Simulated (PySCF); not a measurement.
# Magnetisability: `O=[PH]1CCC1`, C$_{3}$H$_{7}$OP

Cartesian coordinates in Å; atom numbers follow the order of the lines, from 1:
```xyz
12

O     2.2284   -1.3300   -0.2025
P     1.0819   -0.6320    0.3762
C    -0.6608   -0.9608   -0.1335
C    -0.9385    0.5550   -0.0956
C     0.5242    1.0327   -0.1915
H     1.0723   -0.5858    1.7696
H    -0.6602   -1.3489   -1.1537
H    -1.3046   -1.5831    0.4827
H    -1.5861    0.9166   -0.8926
H    -1.3726    0.8410    0.8614
H     0.7782    1.9214    0.3805
H     0.8390    1.1733   -1.2272
```

Method used: GIAO KT1/6-31++G** magnetisability, rotational g tensor and spin-rotation constants, non-relativistic, gas phase in PySCF 2.14.0. Geometry: GFN2-xTB.

Question: How diamagnetic is it, and how anisotropic?

Answer: Isotropic -859 × 10⁻³⁰ J/T², or -51.7 × 10⁻⁶ cm³/mol; principal values -937, -885, -754 × 10⁻³⁰ J/T², anisotropy 163 × 10⁻³⁰ J/T² (root of half the summed squared differences of the principal values). The susceptibility is in cgs units.

Question: Split it along the inertial axes a, b, c into diamagnetic and paramagnetic parts about the centre of mass, with the quadrupole moment.

Answer: 
| axis | χ (10⁻⁶ cm³/mol) | diamagnetic (10⁻⁶ cm³/mol) | paramagnetic (10⁻⁶ cm³/mol) | summed x² of all electrons (Å²) | quadrupole Θ (D Å) |
| --- | --- | --- | --- | --- | --- |
| a | -56.3 | -231.3 | 175.0 | 84.4 | -8.85 |
| b | -53.3 | -434.5 | 381.2 | 36.4 | +4.59 |
| c | -45.5 | -512.5 | 467.0 | 18.1 | +4.26 |

Anisotropies 2χaa − χbb − χcc = -13.7 and 2χbb − χaa − χcc = -4.8 × 10⁻⁶ cm³/mol. Θ is traceless in Buckingham's convention.

Question: And the rotational g tensor?

Answer: 
```
axis  rotational constant (GHz)        g  nuclear part  electronic part
   a                     8.6860  -0.0369        0.6771          -0.7140
   b                     3.4076  -0.0319        0.5784          -0.6102
   c                     2.8053  -0.0363        0.5791          -0.6154
```
Asymmetric top; isotopes 12C, 1H, 16O, 31P; no vibrational averaging.
